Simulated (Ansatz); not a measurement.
# CH3AlN (doublet): from Hartree-Fock to the top rungs at distance Al1–H4 along a hydrogen transfer = 2.085 Å, cc-pVDZ

How much of the correlation energy of CH3AlN (doublet) does each wave-function method recover here?

Program: Ansatz 0.2.0, Gaussian basis. Level of theory: cc-pVDZ, core rule «outside noble gas», up to 7 orbitals frozen. These are calculated values, not measurements.

Plan: UHF; CCSD(T) on ROHF; CCSD(T) on UHF; BCCD(T) on ROHF; CISD; CCSDT(Q) on ROHF; CCSDT(Q) on UHF; CASSCF and MRCISD+Q, 3 electrons in 3 orbitals; CASSCF and NEVPT2, 3 electrons in 3 orbitals; CASSCF and MRCISD+Q, 9 electrons in 9 orbitals; CASSCF and NEVPT2, 9 electrons in 9 orbitals.

## 1. The system

The geometry derives from fragments relaxed apart (PBE0/def2-TZVP) and kept rigid, so it is no stationary point. A hydrogen atom is moved between rigid fragments.

6 atoms, charge 0, spin multiplicity 2.

Atoms are counted from 1 here; the program's logs count them from 0.

Bond lengths: Al1–H2 1.586 Å, Al1–H3 1.586 Å, H4–C6 1.289 Å, N5–C6 1.160 Å. Angles: H2–Al1–H3 120.0°, H4–C6–N5 180.0°.

As a file:

```csv
atom,x (Å),y (Å),z (Å)
Al1,-1.8659,0.0000,0.0000
H2,-2.6589,1.3734,0.0000
H3,-2.6589,-1.3734,0.0000
H4,0.2191,0.0000,0.0000
N5,2.6681,0.0000,0.0000
C6,1.5081,0.0000,0.0000
```

## 2. UHF

Input file in.yaml:

```yaml
crystal:
  periodic: [false, false, false]
  atoms:
    - {symbol: Al, position_ang: [-1.865934, 0.000000, 0.000000]}
    - {symbol: H, position_ang: [-2.658858, 1.373384, 0.000000]}
    - {symbol: H, position_ang: [-2.658858, -1.373384, 0.000000]}
    - {symbol: H, position_ang: [0.219066, 0.000000, 0.000000]}
    - {symbol: N, position_ang: [2.668150, 0.000000, 0.000000]}
    - {symbol: C, position_ang: [1.508066, 0.000000, 0.000000]}
basis:
  gaussian: {orbitals: cc-pVDZ}
magnetization: {spin_polarized: true, initial_magnetization: 1}
hamiltonian: {xc: hf}
output: {orbitals: {seedname: orbitals}}
```

Run with:

```sh
> ansatz run in.yaml --threads 1 --pin off --events-out ev --progress --plain --max-ram 4096MiB --backend cpu
```

Further steps of the session: CCSD(T) on ROHF; CCSD(T) on UHF; BCCD(T) on ROHF; CISD; CCSDT(Q) on ROHF; CCSDT(Q) on UHF; CASSCF and MRCISD+Q, 3 electrons in 3 orbitals; CASSCF and NEVPT2, 3 electrons in 3 orbitals; CASSCF and MRCISD+Q, 9 electrons in 9 orbitals; CASSCF and NEVPT2, 9 electrons in 9 orbitals.

Q: Predict the results of all the runs planned. Wanted: UCCSDT(Q) below the RHF energy; RMP2 from UCCSDT(Q); UMP2 from UCCSDT(Q); RCCSD from UCCSDT(Q); RCCSD(T) from UCCSDT(Q); UCCSD(T) from UCCSDT(Q); RCCSDT(Q) from UCCSDT(Q); MRCISD+Q pair from UCCSDT(Q); NEVPT2 frontier from UCCSDT(Q).

**Answer**, as computed:

```
                         quantity              value
   UCCSDT(Q) below the RHF energy        -10.8167 eV
              RMP2 from UCCSDT(Q)        +1223.6 meV
              UMP2 from UCCSDT(Q)        +1437.1 meV
             RCCSD from UCCSDT(Q)         +457.0 meV
          RCCSD(T) from UCCSDT(Q)          +62.3 meV
          UCCSD(T) from UCCSDT(Q)          +71.6 meV
         RCCSDT(Q) from UCCSDT(Q)           +0.6 meV
     MRCISD+Q pair from UCCSDT(Q)         +290.1 meV
   NEVPT2 frontier from UCCSDT(Q)        +1498.5 meV
 MRCISD+Q frontier from UCCSDT(Q)          +76.3 meV
levels within 1 kcal/mol (43 meV)  RCCSDT, RCCSDT(Q)
                    T1 diagnostic              0.019
```

In words: RCCSD(T) misses by +62.3 meV, 0.6 % of the correlation energy. Of the multireference levels listed MRCISD+Q frontier comes nearest in total energy (+76.3 meV), which doesn't show that its space is the better one. These misses are within one basis, not against nature; the frozen cores of restricted and unrestricted runs differ, which can shift their rows.
